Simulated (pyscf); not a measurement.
7 gas-phase steps of one pattern: four-centre exchange on the singlet surface, Ge–N + H–H or H–H + N–Si broken and Ge–H + H–N or H–N + H–Si formed. Single points on ωB97X-D3(BJ)/def2-SVP structures (PySCF, gas phase). Electronic energies in kcal/mol, from the separated reactants; ΔE‡ at ωB97M-D3(BJ)/def2-TZVP, beside the barrier at B3LYP-D3(BJ)/def2-TZVP on the same structures. Rows were drawn at random from the steps of this pattern with a verified saddle, stable references and no exit in the data more than 5 kcal/mol lower.

| row | step | ΔE‡(B3LYP-D3(BJ)) | ΔE‡ |
|---|---|---|---|
| 1 | H₂N–GeH(Cl)–Cl + H₂ → Cl–GeH₂–Cl + NH₃ | 42.7 | 43.3 |
| 2 | H₃Si–NH–SiH₂–Cl + H₂ → H₂N–SiH₂–Cl + SiH₄ | 53.6 | 53.4 |
| 3 | H₃Si–NH–SiH(Cl)–Cl + H₂ -> H₂N–SiH(Cl)–Cl + SiH₄ | 54.5 | ? |
| 4 | H₃Si–NH–SiH₃ + H₂ → H₂N–SiH₃ + SiH₄ | 50.4 | 50.5 |
| 5 | H₂N–SiH(NH₂)–NH–SiH₃ + H₂ → H₂N–SiH(NH₂)–NH₂ + SiH₄ | 49.8 | 49.3 |
| 6 | H₃Si–N(SiH₃)–SiH₃ + H₂ -> H₃Si–NH–SiH₃ + SiH₄ | 53.0 | 53.0 |
| 7 | H₂N–SiH₂–OH + H₂ → HO–SiH₃ + NH₃ | 46.6 | 46.0 |

### Question
From a straight line through the complete rows, estimate the missing barrier and say how far the line can be trusted.

### Answer
Over the 6 complete rows the means are +49.4 (ΔE‡(B3LYP-D3(BJ))) and 49.2 (ΔE‡); least squares gives b = 0.96 and a = 1.9 kcal/mol, with residuals of 0.4 kcal/mol (root mean square; largest 0.6, row 7). For row 3: 1.9 + 0.96 × (+54.5) = 54.2 kcal/mol, an extrapolation. The computed barrier is 54.6 kcal/mol, 0.4 over the line. The line follows these rows closely. Each barrier is that of the saddle found. Elements up to Kr have no core potential and no relativistic terms here.
